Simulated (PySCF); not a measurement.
Ionisation energies (eV) were calculated with PySCF 2.14 by MP2 (valence), UHF, PBE, in another order, as differences of total energies without spin-orbit coupling. The measured values are between term centres (NIST).

```tsv
species	measured	A	B	C
B⁺ (dyall-av3z, non-relativistic)	25.155	23.443	24.468	24.607
O (dyall-av3z, non-relativistic)	13.608	12.020	13.336	14.058
F (dyall-av3z, non-relativistic)	17.427	15.652	17.302	17.656
Ne (dyall-av3z, non-relativistic)	21.597	19.662	21.642	21.661
Al (dyall-av3z, non-relativistic)	5.977	5.607	5.834	6.077
Si (dyall-av3z, non-relativistic)	8.157	7.638	8.049	8.200
Si⁺ (dyall-av3z, non-relativistic)	16.322	15.842	16.108	16.408
Cl⁺ (dyall-av3z, non-relativistic)	23.771	22.586	23.379	23.842
```

Task: Which column is which method?

Result: A is UHF (mean error -1.20 eV); B is MP2 (valence) (mean error -0.24 eV); C is PBE (mean error 0.06 eV). Hartree-Fock lacks the correlation of the electron removed and comes out lowest. Valence MP2 in a finite basis recovers only part of the missing correlation, so it stays below experiment on average. PBE, with gradient corrections, lies close to experiment on average, with errors of both signs.
